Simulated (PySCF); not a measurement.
**Reading a saddle point**

A first-order saddle point of C2H7Al, singlet, PBE0-D4/def2-TZVP, with one imaginary mode of 1368i cm⁻¹:

```
atom    x (Å)    y (Å)    z (Å)
 Al1  -1.1650   0.1859  -0.1267
  C2   0.8219   0.9150   0.3971
  C3  -0.5352  -1.5241  -0.3306
  H4   0.5047  -0.2434  -0.2431
  H5  -2.0143   1.3578  -0.7679
  H6   1.8539   0.6951   0.1095
  H7   0.6068   1.8990  -0.0337
  H8   0.8016   0.9704   1.4872
  H9   0.0444  -1.9497   0.4925
 H10  -0.9188  -2.3062  -0.9844
```

PySCF 2.14 with density fitting (its default auxiliary sets; JK sets also for MP2 and CCSD(T)); basis: def2-TZVPP and def2-QZVPP; cores frozen in the correlated methods. Extrapolation: Hartree–Fock as exp(−7.88 √X), correlation as X^−2.97.

Problem. Which contacts change along the imaginary mode, and what lies on either side? (Judge from chemistry; the calculation decides.)

Solution. Computed: The step is C₂H₇Al ([CH3][AlH][CH3]) → CH₃Al ([CH2][AlH]) + CH₄, with the molecules in contact on both sides. Shortening one way: C2–H4; lengthening the same way: Al1–C2, C3–H4.
```json
{"pair": "C2–H4", "one side (Å)": "3.60", "saddle (Å)": "1.36", "other side (Å)": "1.10"}
{"pair": "Al1–C2", "one side (Å)": "1.95", "saddle (Å)": "2.18", "other side (Å)": "2.67"}
{"pair": "C3–H4", "one side (Å)": "1.09", "saddle (Å)": "1.65", "other side (Å)": "2.87"}
```

Problem. Which side is lower, and how far does the saddle lie above each? (Judge from chemistry; the value comes from the calculation.)

Solution. The calculation gives: The side with Al1–C2, C3–H4 short is lower by 59.38 kcal/mol; the saddle lies 79.51 kcal/mol above it and 20.13 kcal/mol above the other (CCSD(T) at an estimated basis limit (MP2 extrapolated from triple and quadruple zeta, plus CCSD(T) − MP2 in triple zeta); electronic energies).

No T1 diagnostic of these runs exceeds 0.016. The restricted Hartree–Fock reference is unstable towards an unrestricted one at one or more of these structures.

Labels in which every atom is bracketed show which atoms are joined, not bond orders.

For scale, one of the runs: CCSD(T)/def2-TZVPP, 202 basis functions, launched by `OMP_NUM_THREADS=4 python run.py`. Hardware: 4 CPU threads of an Intel Xeon 6975P-C, shared host. Wall time 110 s; peak host memory 2.1 GiB.
